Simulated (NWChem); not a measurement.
Species: Li anion

Computed with NWChem. Sets without diffuse functions describe the anion's extra electron poorly. The highest occupied level is positive in some or all of these runs, so the extra electron may be held by the finite basis. Total energies compare along this basis series because the functional is fixed.

```tsv
level	basis functions	energy (Ha)	highest occupied level (eV)	orbital gap (eV)
CAM-B3LYP/3-21G	9	-7.4295	0.40	3.58
CAM-B3LYP/pcseg-1	9	-7.4786	0.41	4.39
CAM-B3LYP/aug-pcseg-1	13	-7.4860	-0.09	2.69
CAM-B3LYP/pcseg-2	15	-7.4850	0.26	3.89
CAM-B3LYP/def2-TZVPP	19	-7.4831	0.37	4.83
CAM-B3LYP/def2-QZVP	35	-7.4881	0.08	3.15
```
